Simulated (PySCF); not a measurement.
# How far each method lies from full CI for AsH2⁺, singlet

Geometry: a PBE0/def2-TZVP stationary point for this spin, not checked as a minimum.

```xyz
3

As    0.0000   -0.0281    0.0000
H     0.0000    1.0446   -1.0909
H     0.0000    1.0446    1.0909
```

Basis cc-pVDZ; PySCF 2.14.0. Only valence electrons are correlated (noble-gas cores and the filled d shells of p-block atoms frozen), which leaves 6 electrons in 23 orbitals. R marks a restricted (for open shells ROHF) determinant, U an unrestricted one. No spin–orbit coupling is included, and no scalar relativity.

Full CI is exact within this basis and frozen core; it isn't the basis-set limit. The frozen core follows each run's orbitals, which can shift R against U totals by a few meV for light atoms and by up to 0.1 eV past Ca.

* UHF ⟨S²⟩: 0.239
* T1 diagnostic (ROHF- or RHF-based CCSD): 0.0120
* largest doubles amplitude (ROHF- or RHF-based CCSD): 0.088

```csv
level,E − E(full CI) (kcal/mol),share of correlation (%),wall time
RHF,74.45,0.00,–
RMP2,18.60,75.01,–
RCCSD,1.72,97.69,–
RCCSD(T),0.39,99.48,0.34 s
RCCSDT,0.07,99.90,–
RCCSDT(Q),0.02,99.98,1.7 s
```

The correlation energy at full CI, counted from RHF, is -3.228 eV. Full CI, over all symmetries tried, took 4.5 min on 1 thread of Intel Xeon Platinum 8488C, shared host; the state has 1,573,121 determinants.

Run but not shown, since their state, orbitals or frozen core can't be matched to the reference's or they repeat it: UHF, UMP2, UCCSD, UCCSD(T), UCCSDT.

Times are those of the correlated step on a shared host, with one SCF added for the restricted CCSD run; they ran on 1 thread of Intel Xeon Platinum 8488C.

The full-CI state has the irrep A' of Cs, in the program's axes.

Natural occupations of full CI about the gap: 1.964 1.946 1.915 0.052 0.043 0.028 0.011 0.007 0.007 0.006; effectively unpaired electrons, Σ n²(2−n)², 0.06.
